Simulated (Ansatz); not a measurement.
For zinc-blende CdTe, PBE+SOC (PAW; Ansatz, a quantum-chemistry and plane-wave program) gives:

| Quantity | Result |
|---|---|
| lattice parameter a | 6.620 Å |
| bulk modulus | 34.7 GPa |
| band gap at the measured cell | 0.51 eV |

### Question
What does r²SCAN+SOC (plane waves, PAW; Ansatz) give for the same quantities?

### Answer

- lattice constant a: 6.558 Å (drops by 0.9 %)
- bulk modulus: 40.1 GPa (goes up by 16 %)
- band gap at the measured cell: 1.02 eV (increases by 0.51 eV)

For comparison: lattice constant a 6.48 Å (measured, room temperature, no zero-point or thermal correction; as tabulated in Lucero et al. (2012), arXiv:1111.4515); bulk modulus 43.7 GPa (measured, room temperature, not corrected to a static lattice, our sources range from 42.0 to 43.7; as tabulated in Elmahjoubi et al. (2023), arXiv:2303.01780); band gap 1.63 eV (measured, zero-point renormalisation of 16 meV (experimental, the table's column) added back here, direct; inputs from Miglio et al. (2020), arXiv:2011.12765).

Changes are worked out from the printed values.

Unless a cell is named, each level is at its own relaxed cell (PBE+SOC 36.26, r²SCAN+SOC 35.25 Å³/atom).

Density-functional gaps are differences of (generalised) Kohn–Sham levels.

Ansatz's density-functional and Hartree–Fock values are scalar-relativistic unless marked +SOC, with PAW data made under PBE.
